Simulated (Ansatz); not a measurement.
The same path of AlH4NSi (7 atoms, charge 0, multiplicity 1) was run 3 times with different band settings. The coordinate that changes most is the angle H4–N1–Si2.

The calculation used Ansatz, RKS CAM-B3LYP-D4/def2-SVP.

Relaxed end points:

```xyz
7
Properties=species:S:1:pos:R:3
N -1.565 -0.823 -1.191
Si -0.759 0.422 -0.552
Al 1.203 0.202 0.902
H -1.235 -1.764 -0.976
H -1.290 1.768 -0.903
H 1.699 -1.266 1.217
H 1.947 1.461 1.503
```

```xyz
7
Properties=species:S:1:pos:R:3
N -1.157 -1.186 -0.916
Si -0.663 0.286 -0.484
Al 1.285 0.237 0.974
H -1.962 -1.326 -1.526
H -1.318 1.568 -0.920
H 1.885 -1.164 1.375
H 1.930 1.584 1.497
```

Common settings: movable images 7; spring 5.0 eV/Å²; start path IDPP; iteration limit 60; end points relaxed.

| run | climbing image | optimiser | force threshold |
| --- | --- | --- | --- |
| 1 | yes | quadratic models (default) | 0.05 eV/Å |
| 2 | yes | quadratic models (default) | 0.5 eV/Å |
| 3 | from the first iteration | lbfgs | 0.05 eV/Å |

What does each run give, and how far can it be trusted?

Run 1: converged after 7 iterations, highest image 0.210 eV above the first end. A vibrational analysis at the climbing image gives one clearly imaginary mode, 509i cm⁻¹: a first-order saddle point.
Run 2: converged after 2 iterations, highest image 0.215 eV above the first end. The threshold of 0.5 eV/Å is loose, so the images may lie well off the minimum-energy path. The order of the stationary point at the top wasn't checked.
Run 3: converged after 25 iterations, highest image 0.210 eV above the first end. Another band between the same ends (7 images) ends at a top of the same energy, where a vibrational analysis finds 1 clearly imaginary mode.
